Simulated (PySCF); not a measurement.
**What each rung costs, and what it gives**

Saddle point of CH7BO, closed shell (CH₄O ([CH3][OH]) + BH₃ → CH₅BO ([BH2][O][CH3]) + H₂; bonds formed: H2–H5; dative contacts that become bonds: B1–O6; bonds broken: B1–H2, H5–O6), PBE0-D4/def2-TZVP structure:

```tsv
atom	x (Å)	y (Å)	z (Å)
B1	-0.1795	-1.1998	0.0104
H2	0.9348	-1.3936	-0.7167
H3	-1.0526	-1.0065	-0.7861
H4	-0.2403	-2.1165	0.7736
H5	1.0389	-0.5682	-0.1249
O6	0.3464	0.0940	0.7019
C7	-0.1200	1.3070	0.1411
H8	0.3848	2.1314	0.6461
H9	0.0872	1.3618	-0.9338
H10	-1.1999	1.3907	0.2882
```

Barriers are electronic and count from the start structure reached by relaxing down the imaginary mode.

Computed with PySCF 2.14 with density fitting (its default auxiliary sets; JK sets also for MP2 and CCSD(T)) (basis: as named in each row); correlated methods freeze the cores. B3LYP uses VWN-RPA correlation. Extrapolation: Hartree–Fock as exp(−7.88 √X), correlation as X^−2.97.

Times are rough, for one single point on 4 threads of a shared host (Intel Xeon).

The estimate by CCSD(T) at an estimated basis limit (MP2 extrapolated from triple and quadruple zeta, plus CCSD(T) − MP2 in triple zeta) is 1.135 eV.

| method | basis | time (s) | barrier (eV) | method less estimate |
| --- | --- | --- | --- | --- |
| HF | STO-3G | 2 | 2.919 | 1.784 |
| B3LYP-D4 | 6-31G | 6 | 1.365 | 0.231 |
| MP2 | def2-QZVPP | 6 | 1.075 | -0.060 |
| PBE0-D4 | def2-SVP | 8 | 0.966 | -0.169 |
| PBE-D4 | def2-SVP | 9 | 0.796 | -0.338 |
| SPW92 | def2-TZVPP | 13 | 0.731 | -0.403 |
| PBE0-D4 | def2-TZVPP | 18 | 0.997 | -0.137 |
| CCSD(T) | def2-SVP | 19 | 1.186 | 0.051 |
| B3LYP-D4 | def2-TZVPP | 19 | 1.080 | -0.055 |
| BHLYP-D4 | def2-TZVPP | 19 | 1.261 | 0.126 |
| PBE-D4 | def2-TZVPP | 21 | 0.846 | -0.289 |
| r2SCAN-D4 | def2-TZVPP | 36 | 0.952 | -0.182 |
| CCSD(T) | def2-TZVPP | 350 | 1.164 | 0.029 |
| wB97M-V | def2-TZVPP | 400 | 1.117 | -0.017 |

All methods are single points on the PBE0-D4 structures.

T1 diagnostic: at most 0.014.

The step is the kind of ligand exchange by which a precursor binds to a hydroxyl group, or is hydrolysed, in atomic layer deposition of oxides.

Labels in which every atom is bracketed show which atoms are joined, not bond orders.
